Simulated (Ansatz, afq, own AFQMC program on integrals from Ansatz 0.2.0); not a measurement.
H2SO, triplet in cc-pVTZ, levels against AFQMC with the constraint released

```yaml
atoms:
  - { symbol: O, position_ang: [-0.8431, -0.2316, 0.0000] }
  - { symbol: H, position_ang: [-1.0924, 0.6949, 0.0000] }
  - { symbol: H, position_ang: [0.1165, -0.2316, 0.0000] }
  - { symbol: S, position_ang: [1.8189, -0.2316, 0.0000] }
```

Connectivity, by distances: OH2 ··· S.

Basis cc-pVTZ. Noble-gas cores (and the filled d shells of Ga–Kr and In–Xe) are frozen. Integrals, coupled cluster, full CI and functionals: Ansatz 0.2.0; the random walks run on the same integrals in our own AFQMC program. The CISD trial takes its coefficients from CCSD amplitudes. Released means that phaseless walkers are propagated on without the constraint, phases kept. Uncertainties: one standard error, sampling alone.

Determinant: UHF, the one that the program's search chose, which needn't be the lowest solution. The geometry is a point of a scan.

No full CI on the walks' own integrals is used here. The released AFQMC energy serves as the reference, which it does only where one determinant dominates, the energy is flat over the last release times and near the phaseless one (40 meV or 2 meV an electron, half that with transition metals). On small molecules, where full CI could be run and the noise was under 10 meV, such values lay within 10 meV of it in 19 cases of 20, a flattering rate, since the rule was set on those same cases; what remains of the bias isn't in the error bar.

Cautions: lower spins were not checked; the ph-AFQMC/CISD walk drifts between its halves (2.7 errors); the released value is read at 1.62 1/Eh, later times being too noisy (meV from the phaseless value at times in 1/Eh: -10 ± 5 at 0.24, -17 ± 5 at 0.51, -17 ± 6 at 0.99, -12 ± 8 at 1.62, -29 ± 12 at 2.40).

```
T1 diagnostic                               : 0.0187
weight of the determinant in the CISD state : 0.869
⟨S²⟩ of the determinant                     : 2.016
size of the correlated space                : 14 electrons in 86 orbitals
```

Reference: AFQMC with the constraint released, correlation energy -11.768 ± 0.008 eV.

```tsv
level	E − E(reference) (mEh)	share of correlation (%)
HF	432.46 ± 0.31	0.00
MP2	42.24 ± 0.31	90.23
CCSD	15.22 ± 0.31	96.48
CCSD(T)	1.02 ± 0.31	99.77
ph-AFQMC/CISD	0.46 ± 0.37	99.89
```

A walk keeps the symmetry of its determinant, which the program's search chose and which needn't be the lowest solution, so a lower state of the same spin and another symmetry isn't excluded. Released energies are given only where the last usable release times agree within the noise; a slower fall can still hide under it.
